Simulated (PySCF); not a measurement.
PySCF input (BP86/6-31G* (5d)):

```python
from pyscf import gto, dft

mol = gto.M(
    atom='''
    C     1.24148412   -0.38487645   -0.02448150
    C     0.13162726    0.61399813   -0.00546734
    O    -1.21553909   -0.18225276   -0.04318967
    H    -2.01707153    0.37302904   -0.00729226
    H     0.07373152    1.22038304    0.89478114
    H     0.04921562    1.21477509   -0.90633540
    H     2.17782210    0.17928470   -0.03733501
    H     1.25514759   -1.00629661    0.87265789
    H     1.21308039   -1.00752305   -0.91762756
    H    -1.26628133   -0.89036033    0.62636158
    ''',
    basis='6-31g*',
    charge=1,
    spin=0,
    verbose=4,
)

mf = dft.RKS(mol, xc='bp86')
mf.grids.level = 3
mf.conv_tol = 1e-9
mf.max_cycle = 100
mf.max_memory = 1500
mf.kernel()
if not mf.converged:
    mf = mf.newton()
    mf.kernel(mf.make_rdm1())
mf.dip_moment()
```

Question: Predict the final energy.

Answer: -155.33389 Eh.
